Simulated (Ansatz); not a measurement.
# C₂H₃ (doublet): wave-function methods side by side at distance C1–H3 = 1.539 Å, cc-pVDZ

Aim: climb from Hartree-Fock through coupled cluster and multireference methods for C₂H₃ (doublet) at one geometry and basis, and see what each rung misses.

Computed with Ansatz 0.2.0, Gaussian basis. Level: cc-pVDZ, core rule «outside noble gas», up to 2 orbitals frozen.

The runs, in order: UHF; CCSD(T) on ROHF; CCSD(T) on UHF; BCCD(T) on ROHF; CISD; CCSDT(Q) on ROHF; CCSDT(Q) on UHF; CASSCF and MRCISD+Q, 3 electrons in 3 orbitals; CASSCF and NEVPT2, 3 electrons in 3 orbitals.

23 further runs of the same task are left out: 1 for a mislabelled method, 18 that didn't finish, 4 set aside as unsound or not needed.

## 1. What is computed

The geometry derives from a PBE0/def2-TZVP stationary point (not a proven minimum). One bond is set to the value named and the two fragments are kept rigid.

5 atoms, charge 0, spin multiplicity 2.

Atoms are counted from 1 here; the program's logs count them from 0.

Bond lengths: C1–C2 1.428 Å, C1–H4 1.099 Å, C1–H5 1.099 Å. Angles: C2–C1–H4 118.1°, C2–C1–H5 118.1°, H4–C1–H5 112.4°.

As a file:

```xyz
5

C    -0.02734    0.00000    0.59441
C    -0.04101    0.00000   -0.83326
H     1.51150   -0.00001    0.61706
H    -0.34856    0.91293    1.11457
H    -0.34856   -0.91292    1.11457
```

## 2. UHF

Input file in.yaml:

```yaml
crystal:
  periodic: [false, false, false]
  atoms:
    - {symbol: C, position_ang: [-0.027336, 0.000000, 0.594408]}
    - {symbol: C, position_ang: [-0.041006, 0.000000, -0.833263]}
    - {symbol: H, position_ang: [1.511497, -0.000005, 0.617064]}
    - {symbol: H, position_ang: [-0.348557, 0.912927, 1.114574]}
    - {symbol: H, position_ang: [-0.348563, -0.912924, 1.114574]}
basis:
  gaussian: {orbitals: cc-pVDZ}
magnetization: {spin_polarized: true, initial_magnetization: 1}
hamiltonian: {xc: hf}
output: {orbitals: {seedname: orbitals}}
```

On the command line:

```
$ ansatz run in.yaml --threads 1 --pin off --events-out ev --progress --plain --max-ram 2393MiB
```

The runs that follow: CCSD(T) on ROHF; CCSD(T) on UHF; BCCD(T) on ROHF; CISD; CCSDT(Q) on ROHF; CCSDT(Q) on UHF; CASSCF and MRCISD+Q, 3 electrons in 3 orbitals; CASSCF and NEVPT2, 3 electrons in 3 orbitals.

Q: Predict the results of all the runs planned. Wanted: UCCSDT(Q) below the RHF energy; RMP2 from UCCSDT(Q); UMP2 from UCCSDT(Q); RCCSD from UCCSDT(Q); RCCSD(T) from UCCSDT(Q); UCCSD(T) from UCCSDT(Q); RCCSDT(Q) from UCCSDT(Q); NEVPT2 pair from UCCSDT(Q); MRCISD+Q pair from UCCSDT(Q).

The runs gave:

| quantity | value |
| --- | --- |
| UCCSDT(Q) below the RHF energy | -7.6982 eV |
| RMP2 from UCCSDT(Q) | +1326.9 meV |
| UMP2 from UCCSDT(Q) | +1379.6 meV |
| RCCSD from UCCSDT(Q) | +278.4 meV |
| RCCSD(T) from UCCSDT(Q) | +42.4 meV |
| UCCSD(T) from UCCSDT(Q) | +44.2 meV |
| RCCSDT(Q) from UCCSDT(Q) | +1.0 meV |
| NEVPT2 pair from UCCSDT(Q) | +1217.8 meV |
| MRCISD+Q pair from UCCSDT(Q) | +86.5 meV |
| levels within 1 kcal/mol (43 meV) | RCCSD(T), BCCD(T), RCCSDT, UCCSDT, RCCSDT(Q) |
| T1 diagnostic | 0.019 |

What this shows: RCCSD(T) misses by +42.4 meV, 0.6 % of the correlation energy. Of the multireference levels listed MRCISD+Q pair comes nearest in total energy (+86.5 meV), which doesn't show that its space is the better one. These misses are within one basis, not against nature; the frozen cores of restricted and unrestricted runs differ, which can shift their rows.
